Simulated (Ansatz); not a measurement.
Species: C₂H₅S, charge 0, doublet. C2H5S (SMILES CC[S], doublet).
B3LYP-D3(BJ)/def2-TZVP minimum from Ansatz (a quantum-chemistry and plane-wave program):
```xyz
8

C      1.5240     0.6464    -0.0053
C      0.0064     0.7586     0.0050
S     -0.8874    -0.8074     0.0002
H     -0.3508     1.3108     0.8809
H     -0.3618     1.3224    -0.8587
H      1.9817     1.6392    -0.0016
H      1.8790     0.1022     0.8702
H      1.8678     0.1140    -0.8925
```
Charge 0, spin multiplicity 2.

Quantity: atomisation energy (electronic, to ground-state atoms), in kcal/mol. Open shells are spin-unrestricted; no spin-orbit coupling. CBS(X,Y): correlation extrapolated as X^-3, Hartree-Fock from the larger set. A bracket is a step between two methods taken in the basis named. The functionals are non-relativistic, so their misses hold any scalar relativity. '+ core + X2C': CCSD(T) terms for core correlation (cc-pwCVTZ, 1s frozen past Ne) and scalar relativity (cc-pVTZ-DK). Where a partner has so few electrons that a lower coupled-cluster level is exact, that level stands in.

CCSD(T)/CBS(cc-pV(T+d)Z,cc-pV(Q+d)Z) + [CCSDT(Q) - CCSD(T)]/cc-pV(D+d)Z + core + X2C (Ansatz) gives 679.1 kcal/mol.

What does PBE/def2-TZVPD (Ansatz) give here, and how do the other levels compare?

PBE gives 688.3 kcal/mol, 9.2 kcal/mol above it. Differences of the others: r2SCAN/def2-TZVPD (Ansatz) 1.1; B3LYP/def2-TZVPD (Ansatz) -4.8; PBE0/def2-TZVPD (Ansatz) 1.4; wB97M-V/def2-TZVPD (Ansatz) 0.5; CCSD(T)/CBS(cc-pV(T+d)Z,cc-pV(Q+d)Z) + core + X2C (Ansatz) -0.4 kcal/mol. Nearer than PBE: r2SCAN/def2-TZVPD, B3LYP/def2-TZVPD, PBE0/def2-TZVPD, wB97M-V/def2-TZVPD, CCSD(T)/CBS(cc-pV(T+d)Z,cc-pV(Q+d)Z) + core + X2C.
